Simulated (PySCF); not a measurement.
# How methods differ on the ionisation energy of P

P [Ne] 3s2 3p3 (4S) → P⁺ [Ne] 3s2 3p2 (3P), as a difference of total energies. All numbers are calculated (PySCF 2.14, the spin-free X2C one-electron Hamiltonian (Gaussian nucleus), in x2c-TZVPPall with one added diffuse shell each of s, p, d type (6s6p4d1f, 51 functions)). Correlated levels: valence: [Ne] frozen. The calculations carry no spin-orbit coupling.

```json
{"method": "UHF", "ionisation energy (eV)": "9.896", "error (eV)": "-0.630"}
{"method": "MP2 (valence)", "ionisation energy (eV)": "10.471", "error (eV)": "-0.055"}
{"method": "SCS-MP2 (valence)", "ionisation energy (eV)": "10.294", "error (eV)": "-0.232"}
{"method": "CCSD (valence)", "ionisation energy (eV)": "10.407", "error (eV)": "-0.119"}
{"method": "CCSD(T) (valence)", "ionisation energy (eV)": "10.450", "error (eV)": "-0.076"}
```

Reference: 10.526 eV (measured; NIST levels, between the centres of gravity of the two terms).

Errors of the correlated levels include the incompleteness of this basis and the frozen core.
